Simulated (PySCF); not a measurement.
**Dipole moment and polarisability of phosphanylidenephosphane**

Compound: phosphanylidenephosphane, P₂H₂.
Structure used (GFN2-xTB), in Å, numbered top down from 1:
```xyz
4
P2H2 angstrom
P     -0.9408   -0.6784   -0.3799
P      1.0090   -0.6815    0.1779
H     -1.2328    0.6841   -0.2182
H      1.1748    0.6805    0.4706
```

Level: wB97X-D/def2-SVPD (PySCF), static field, nuclei fixed, core orbitals frozen in the response. The polarisability tensor in these axes (au):

```
x   70.43 -0.32  8.82
y   -0.32 45.25  0.95
z    8.82  0.95 42.15
```

What are the eigenvalues, a third of the trace, and Δα (Δα² = ½Σ(αi − αj)² over the three pairs)?

Principal values 39.45, 45.43 and 72.95 au; mean 52.61 au = 7.80 Å³ = 8.67 × 10⁻⁴⁰ C²·m²/J; Δα = 30.95 au (59 % of the mean).

What is the dipole moment, and where does it point?

(-0.06, 1.24, 0.21) D, 1.26 D in size, pointing from the negative to the positive side. Measured along this direction, the outermost atoms are P1 and P2 at the negative end and H4 and H3 at the positive end.

How large is μ²/3kT at 500 K beside α?

In Gaussian units μ²/3kT = 7.65 Å³ against 7.80 Å³, a ratio of 0.98; the Debye molar polarisation (4π/3)N_A(α + μ²/3kT) is 39.0 cm³/mol, leaving out the vibrational part.

What depolarisation ratio follows for Rayleigh scattering of linearly polarised light, taking the static tensor?

ρ = 3Δα²/(45ᾱ² + 4Δα²) = 2874.4/(124552 + 3832.6) = 0.0224.

What molar refraction does this α imply?

Lorentz–Lorenz: R = (4π/3)N_A α = 2.5225 cm³/(mol·Å³) × 7.80 Å³ = 19.7 cm³/mol, in the limit of long wavelengths.

Find the Langevin capture rate constant for NO+ (29.998 u) meeting this molecule (63.963 u), k = 2.342 × 10⁻⁹ cm³/s × √(α in Å³ / reduced mass in u).

The reduced mass is 20.42 u, so k = 1.45 × 10⁻⁹ cm³/s. The formula leaves out the permanent dipole, which adds to the capture rate.

Isolated species at its GFN2-xTB geometry, gas phase.

These values come from a run that also computed excited states. Rough CPU time on one thread of a shared machine: about 5 s.
